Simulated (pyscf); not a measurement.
1,1-elimination: ethanol (H₃C–CH₂–OH) → methane (CH₄) + :HC–OH [singlet]

Gas phase, singlet surface, charge 0. Bonds broken: C1–C2, C2–H7. Bonds formed: C1–H7. Structures and frequencies: ωB97X-D3(BJ)/def2-SVP in PySCF. MP2 and CC: frozen core, UHF for open shells. ΔMP2 is the change of the MP2 total energy from the triple- to the quadruple-zeta basis.

Transition state (Å):

```xyz
9

C     -1.2032    -0.4002     0.1426
C      0.7444     0.2281     0.8484
O      0.9254     1.4185     0.2544
H     -1.3140    -0.8160    -0.8706
H     -1.6036     0.6194     0.1745
H     -1.6730    -1.0487     0.8943
H      0.1095    -0.6082     0.1866
H      0.2923     0.2993     1.8557
H      0.4390     2.1279     0.6993
```

One imaginary mode, 1138i cm⁻¹; descent along it reached the two sides named.

```csv
bond,change,reactant side (Å),saddle,product side
C1–C2,breaks,1.523,2.165,3.9
C2–H7,breaks,1.102,1.241,3.4
C1–H7,forms,2.163,1.330,1.099
```

Electronic energies relative to the reactant's lowest minimum found (kcal/mol):

```json
[
 {"level": "ωB97X-D3(BJ)/def2-TZVP", "barrier": "92.1", "reaction energy": "+68.2", "reverse barrier": "23.9"},
 {"level": "PBE/def2-TZVP", "barrier": "81.3", "reaction energy": "+68.8", "reverse barrier": "12.5"},
 {"level": "r²SCAN/def2-TZVP", "barrier": "84.6", "reaction energy": "+70.5", "reverse barrier": "14.1"},
 {"level": "B3LYP-D3(BJ)/def2-TZVP", "barrier": "86.2", "reaction energy": "+66.5", "reverse barrier": "19.7"},
 {"level": "PBE0-D3(BJ)/def2-TZVP", "barrier": "88.6", "reaction energy": "+72.3", "reverse barrier": "16.3"},
 {"level": "M06-2X/def2-TZVP", "barrier": "91.2", "reaction energy": "+68.9", "reverse barrier": "22.3"},
 {"level": "ωB97M-D3(BJ)/def2-TZVP", "barrier": "89.5", "reaction energy": "+65.9", "reverse barrier": "23.6"},
 {"level": "HF/def2-TZVP", "barrier": "101.3", "reaction energy": "+58.4", "reverse barrier": "42.8"},
 {"level": "MP2/def2-QZVPP", "barrier": "92.2", "reaction energy": "+72.7", "reverse barrier": "19.5"},
 {"level": "CCSD/def2-TZVPP", "barrier": "92.5", "reaction energy": "+66.2", "reverse barrier": "26.3"},
 {"level": "CCSD(T)/def2-TZVPP", "barrier": "89.4", "reaction energy": "+66.5", "reverse barrier": "22.9"},
 {"level": "CCSD(T)/def2-TZVPP + ΔMP2(QZVPP)", "barrier": "89.5", "reaction energy": "+67.4", "reverse barrier": "22.1"}
]
```

With CCSD(T)/def2-TZVPP + ΔMP2(QZVPP) energies and thermal terms (ideal gas, 1 atm, RRHO with modes under 100 cm⁻¹ raised to 100, one conformer, R ln 2 for chiral ones without a mode under 150 cm⁻¹), in kcal/mol:

```tsv
T (K)	ΔH‡	ΔG‡	ΔH	ΔG
298	85.1	84.7	+63.5	+53.7
600	85.3	84.2	+63.4	+43.8
900	85.3	83.6	+62.7	+34.2
1200	85.2	83.0	+61.7	+24.8
```

The same reactants have a lower exit, to H₂C=CH₂ + H₂O (barrier +69.7 kcal/mol at ωB97M-D3(BJ), against +89.5 kcal/mol here). :HC–OH [singlet] lies 50.7 kcal/mol over its isomer H₂C=O (electronic energy, ωB97M-D3(BJ)). One saddle was located; it need not be the lowest between these sides. The CCSD(T) − MP2 part came from Ansatz, without density fitting, on the same reference.
